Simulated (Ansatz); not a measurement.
**Structure relaxation of LiRe₂**

Level of theory: Ansatz, DFT PBE, scalar-relativistic, plane waves, PAW. Cutoff 420 eV, Γ-centred k mesh, Gaussian smearing, no spin polarisation in the final step.

This is the end of a relaxation of cell and atoms.

```
Li Re
1.0
     0.00000    2.76222    2.76222
     2.76222    0.00000    2.76222
     2.76222    2.76222    0.00000
Li Re
1 2
Direct
  0.00000 0.00000 0.00000
  0.25000 0.25000 0.25000
  0.75000 0.75000 0.75000
```

Formation energies are uncorrected and refer to the elements' standard structures at the same level.

(1) What space group does it have?

(2) What is its formation energy per atom?

(3) Is it a metal?

Results:

(1) Fm-3m (No. 225). Conventional cell: a = 5.524 Å. Li has 8 Re at 2.39 Å; Re is coordinated by 4 Li at 2.39 Å and 6 Re at 2.76 Å.

(2) 1.36 eV/atom.

(3) Yes, bands cross the Fermi level on the 14×14×14 mesh.

The final run used a 14×14×14 mesh on its 3-atom cell and 0.10 eV smearing. The k mesh leaves about 4 meV/atom of noise in metals. Spin–orbit coupling is left out. The cell came from a trial start, so LiRe₂ may not exist in this structure.

Cost: 3 runs of about 0.29 core-minutes in all, on Intel Xeon 6975P-C (Granite Rapids) (shared hosts).